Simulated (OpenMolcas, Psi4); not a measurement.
**A ladder of methods for [CF3]+ (SMILES F[C+](F)F)**

[CF3]+: 4 atoms, total charge +1, spin state singlet. SMILES: `F[C+](F)F`. The coordinates come from a PBE0-D4/def2-TZVP relaxation.

Quantity: the vertical ionisation energy (to the doublet dication), in eV. The values are calculated.

```json
{"level": "HF/def2-SVPD", "kind": "Hartree–Fock", "program": "OpenMolcas", "value (eV)": "26.64"}
{"level": "SVWN5/def2-SVPD", "kind": "LDA", "program": "OpenMolcas", "value (eV)": "24.70"}
{"level": "revPBE/def2-SVPD", "kind": "GGA", "program": "OpenMolcas", "value (eV)": "24.30"}
{"level": "M06-L/def2-SVPD", "kind": "meta-GGA", "program": "Psi4", "value (eV)": "24.82"}
{"level": "M06-2X/def2-SVPD", "kind": "hybrid meta-GGA", "program": "Psi4", "value (eV)": "26.03"}
{"level": "TPSSh/def2-SVPD", "kind": "hybrid meta-GGA", "program": "Psi4", "value (eV)": "24.79"}
{"level": "wB97X/def2-SVPD", "kind": "range-separated hybrid", "program": "Psi4", "value (eV)": "25.50"}
{"level": "B2PLYP/def2-SVPD (density fitting for correlation)", "kind": "double hybrid", "program": "Psi4", "value (eV)": "25.29"}
{"level": "MP2/def2-SVPD", "kind": "perturbation theory", "program": "Psi4", "value (eV)": "25.45"}
{"level": "OMP2/def2-SVPD (density fitting for correlation)", "kind": "perturbation theory", "program": "Psi4", "value (eV)": "25.00"}
```

The values span 24.30 to 26.64 eV.
